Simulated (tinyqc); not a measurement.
Inside a calculation. Method: harmonic frequencies on the RHF/sto-3g surface (energies and gradients from PySCF), for LiH, spin multiplicity 1. One step of it, computed by the program tinyqc.

Question. Normal modes. Diagonalise H_ij / sqrt(m_i m_j); the 5 smallest eigenvalues belong to translations and rotations; wavenumber = sqrt(eigenvalue / 1822.888) x 219474.63; each mode has its largest component positive (the first on a tie); zero-point energy = sum of wavenumbers / 2, with 349.755 1/cm per kcal/mol. A mass of 2.014 u marks deuterium.

Hessian (symmetrised) (hartree/bohr^2):
```
             1Lix         1Liy         1Liz          2Hx          2Hy          2Hz
1Lix   0.00000142   0.00000000   0.00000000  -0.00000142   0.00000000   0.00000000
1Liy   0.00000000   0.00000142   0.00000000   0.00000000  -0.00000142   0.00000000
1Liz   0.00000000   0.00000000   0.11620472   0.00000000   0.00000000  -0.11620472
2Hx   -0.00000142   0.00000000   0.00000000   0.00000142   0.00000000   0.00000000
2Hy    0.00000000  -0.00000142   0.00000000   0.00000000   0.00000142   0.00000000
2Hz    0.00000000   0.00000000  -0.11620472   0.00000000   0.00000000   0.11620472
```

masses (u): 1Li 7.016004, 2H 2.014102

Give: eigenvalues of the mass-weighted Hessian; harmonic wavenumbers of the vibrations; mass-weighted modes; zero-point energy.

Answer.

eigenvalues of the mass-weighted Hessian (hartree/(bohr^2 u)): 0.0000  0.0000  0.0000  0.0000  0.0000  0.0743

harmonic wavenumbers of the vibrations (1/cm): 1400.8

mass-weighted modes:
```
       mode 1
1Lix   0.0000
1Liy   0.0000
1Liz  -0.4723
2Hx    0.0000
2Hy    0.0000
2Hz    0.8815
```

zero-point energy = 2.0025 kcal/mol
